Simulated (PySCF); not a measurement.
Species: C2H5S (charge -1).
Numbering: `[CH3:1][CH2:2][S-:3]` (hydrogens: H4, H5, H6 on C1; H7, H8 on C2)

The same species was optimised twice, with GFN2-xTB and with PBE0-D3(BJ)/def2-SVP (PySCF), and the same property calculations (PySCF, gas phase) were run on both structures.

```
  coordinate  GFN2-xTB  PBE0-D3(BJ)/def2-SVP  change
   C1–H5 (Å)     1.097                 1.113  +0.016
   C1–H4 (Å)     1.090                 1.103  +0.013
   C1–H6 (Å)     1.090                 1.103  +0.013
   C2–H8 (Å)     1.101                 1.114  +0.013
   C2–H7 (Å)     1.101                 1.114  +0.013
   C2–S3 (Å)     1.807                 1.810  +0.003
   C1–C2 (Å)     1.525                 1.527  +0.002
S3–C2–H8 (°)     108.9                 112.0    +3.1
H7–C2–H8 (°)     107.5                 104.5    -3.0
S3–C2–H7 (°)     108.9                 112.0    +3.1
C2–C1–H5 (°)     111.5                 113.8    +2.3
C1–C2–H7 (°)     109.5                 107.5    -2.0
C1–C2–H8 (°)     109.5                 107.6    -1.9
H4–C1–H6 (°)     108.0                 106.4    -1.6
C2–C1–H6 (°)     109.8                 109.3    -0.5
```

Rotational constants: A = 31842, B = 5544, C = 5018 MHz (GFN2-xTB) against A = 31698, B = 5488, C = 4966 MHz (PBE0-D3(BJ)/def2-SVP). Point groups within 0.08 Å: Cs and Cs. Atoms that the bonding makes alike are paired by their places after alignment.

On the GFN2-xTB structure: HOMO (eV) 0.85 [PBE0/pcSseg-1]; LUMO (eV) 6.05 [PBE0/pcSseg-1]; GIAO shielding of C1 (ppm) 158.2 [PBE0/pcSseg-1]; GIAO shielding of C2 (ppm) 152.8 [PBE0/pcSseg-1]; GIAO shielding of S3 (ppm) 605.4 [PBE0/pcSseg-1]; C1s of C1 (eV) 285.76 [delta-SCF UKS SCAN, pcX-2 on the ionised atom, pcseg-1 elsewhere, spin-free X2C]; C1s of C2 (eV) 285.49 [delta-SCF UKS SCAN, pcX-2 on the ionised atom, pcseg-1 elsewhere, spin-free X2C]; S1s of S3 (eV) 2468.41 [delta-SCF UKS SCAN, pcX-2 on the ionised atom, pcseg-1 elsewhere, spin-free X2C]; S2p of S3 (eV) 160.95 [delta-SCF UKS SCAN, pcX-2 on the ionised atom, pcseg-1 elsewhere, spin-free X2C].

Task: What do these properties become on the PBE0-D3(BJ)/def2-SVP structure?

Result: 
```
                                    property                                                                            level  on GFN2-xTB  on PBE0-D3(BJ)/def2-SVP  change
                                   HOMO (eV)                                                                    PBE0/pcSseg-1         0.85                     0.76   -0.09
                                   LUMO (eV)                                                                    PBE0/pcSseg-1         6.05                     5.99   -0.06
energy, GFN2-xTB geometry as zero (kcal/mol)                                                                    PBE0/pcSseg-1          0.0                     -0.4    -0.4
                  GIAO shielding of C1 (ppm)                                                                    PBE0/pcSseg-1        158.2                    154.8    -3.4
                  GIAO shielding of C2 (ppm)                                                                    PBE0/pcSseg-1        152.8                    149.8    -3.0
                  GIAO shielding of S3 (ppm)                                                                    PBE0/pcSseg-1        605.4                    602.4    -3.0
                              C1s of C1 (eV)  delta-SCF UKS SCAN, pcX-2 on the ionised atom, pcseg-1 elsewhere, spin-free X2C       285.76                   285.82   +0.06
                              C1s of C2 (eV)  delta-SCF UKS SCAN, pcX-2 on the ionised atom, pcseg-1 elsewhere, spin-free X2C       285.49                   285.58   +0.09
                              S1s of S3 (eV)  delta-SCF UKS SCAN, pcX-2 on the ionised atom, pcseg-1 elsewhere, spin-free X2C      2468.41                  2468.52   +0.11
                              S2p of S3 (eV)  delta-SCF UKS SCAN, pcX-2 on the ionised atom, pcseg-1 elsewhere, spin-free X2C       160.95                   161.07   +0.12
```

The heavy atoms differ by 0.005 Å rms after alignment. Among all bonds C1–H5 changes most (+0.016 Å). Changes are differences of the printed values. Neither structure is proved a minimum here. Isolated species at its PBE0-D3(BJ)/def2-SVP geometry, gas phase. The geometry's basis has no diffuse functions, a weakness for an anion.
